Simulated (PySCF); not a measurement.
Species: C4H5OP.
Atom-mapped SMILES: `[O:1]=[PH:2]1[CH:3]=[CH:4][CH:5]=[CH:6]1` (hydrogens: H7 on P2; H8 on C3; H9 on C4; H10 on C5; H11 on C6)

The calculation used PySCF, PBE0/cc-pVDZ geometry optimisation, gas phase.

(1) List the bond lengths, angles and torsions at this level.

Results:

(1) 
| bond | length (Å) |
| --- | --- |
| O1=P2 | 1.508 |
| P2–C3, P2–C6 | 1.821 |
| C3=C4, C5=C6 | 1.344 |
| C4–C5 | 1.479 |
| P2–H7 | 1.438 |
| C3–H8, C6–H11 | 1.090 |
| C4–H9, C5–H10 | 1.093 |

Bonds in one row agree within 0.01 Å and their mean is given. A selection of angles:
| angle | degrees |
| --- | --- |
| O1–P2–C3 | 121.5 |
| O1–P2–H7 | 115.4 |
| C3–P2–C6 | 92.1 |
| C3–P2–H7 | 100.9 |
| P2–C3–C4 | 108.8 |
| P2–C3–H8 | 125.1 |
| C4–C3–H8 | 126.2 |
| C3–C4–C5 | 115.2 |
| C3–C4–H9 | 124.0 |
| C5–C4–H9 | 120.8 |

Torsions: O1–P2–C3–C4 133° (anticlinal); P2–C3–C4–C5 -2° (synperiplanar); C3–C4–C5–C6 0° (synperiplanar); C4–C5–C6–P2 2° (synperiplanar); O1–P2–C6–C5 -133° (anticlinal).

P2 (phosphoryl phosphorus) has angles from 92.1° to 121.7°. The 3 C–C bonds span 1.344 Å (C3=C4, drawn double) to 1.479 Å (C4–C5, drawn single), a spread of 0.135 Å. The 5-membered ring P2–C3–C4–C5–C6 has internal angles of 92.1° to 115.2° (sum 540°, against 540° for a flat polygon); it is almost planar, 0.02 Å rms from its mean plane, widest ring torsion 3°.

Point group: Cs (every atom within 0.08 Å of its image). No PBE0/cc-pVDZ frequencies stand behind this structure, so it isn't proved a minimum.
